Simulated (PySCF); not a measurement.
TDDFT excited states: C3H4FN

Compound: C3H4FN.
Numbering: `[H]/[N:5]=[CH:4]\[C:2](=[CH2:1])[F:3]` (hydrogens: H6, H7 on C1; H8 on C4; H9 on N5)

The calculation used TDDFT PBE0/def2-SVPD, vertical, gas phase, core orbitals frozen in the response (PySCF). Isolated species at its GFN2-xTB geometry (one conformer only). Torsions of this conformer, `[H]/[N:5]=[CH:4]\[C:2](=[CH2:1])[F:3]`: C1–C2–C4–N5 0°.

```tsv
state	E (eV)	E (hartree)	f	|μ| (D)	symmetry	main configurations (H = HOMO, L = LUMO)
S1	4.34	0.1594	0.0026	0.40	A″	H-1→L (99%)
S2	5.55	0.2038	0.212	3.17	A′	H→L (97%)
S3	7.33	0.2693	0.014	0.70	A″	H→L+1 (99%)
S4	7.56	0.2777	0.018	0.80	A′	H-1→L+1 (92%)
S5	7.66	0.2814	0.075	1.60	A′	H-2→L (80%), H→L+3 (15%)
S6	7.96	0.2926	0.0009	0.17	–	H-3→L (50%), H-1→L+3 (41%)
```

Triplets (Tamm–Dancoff): T1 3.21 eV, H→L (95%); T2 3.59 eV, H-1→L (96%).

The lowest singlet comes at 286 nm (418 kJ/mol) in the ultraviolet; it is very weak; its leading configuration is HOMO-1→LUMO (99%). The most intense listed level is S2 at 5.55 eV (224 nm, f = 0.212), 1.21 eV above S1. Löwdin shares by element: HOMO carbon 60% or more, nitrogen 15%, fluorine 11%; LUMO carbon 60%, nitrogen 25% (atoms not listed hold the other 15%). The listed states span 3.63 eV, and the widest gap between neighbours is 1.78 eV (S2 to S3). Weighted by f, the mean energy of these states is 6.22 eV. Of the 6 states listed, 4 reach f = 0.01 and none stays under 0.0005. Symmetry labels in Cs follow from the direction of the transition dipole and are given only for states with f of 0.002 or more. The window holds the lowest 6 singlets.
